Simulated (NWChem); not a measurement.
## Correlation energy of Cl$_{2}$ (+1)

```xyz
2

Cl     0.0000     0.0000     0.9799
Cl     0.0000     0.0000    -0.9799
```
Charge +1, spin multiplicity 2.

All runs are NWChem calculations. Structure: optimised with UPBE/def2-SVP, a minimum by its harmonic frequencies.

Basis set: cc-pVTZ. Each correlation energy counts from its own Hartree-Fock reference.

The correlated methods keep 10 core orbitals frozen. The structure started from a generated list of species. The unpaired electrons of the parent sit in orbitals of symmetry b3g (D2h labels of the run); other states weren't searched. The stability of the SCF solutions was not checked. Open-shell Hartree-Fock references start from PBE0 orbitals. No row is a measurement; the coupled-cluster row has its own basis-set and correlation limits.

Question: For the correlation energy, CCSD[T] on UHF gives -414.6 mHa and URI-MP2 gives -363.2 mHa. What do CCSD on UHF, CCSD(T) on ROHF give?

Answer: CCSD on UHF: -394.5 mHa; CCSD(T) on ROHF: -423.2 mHa.
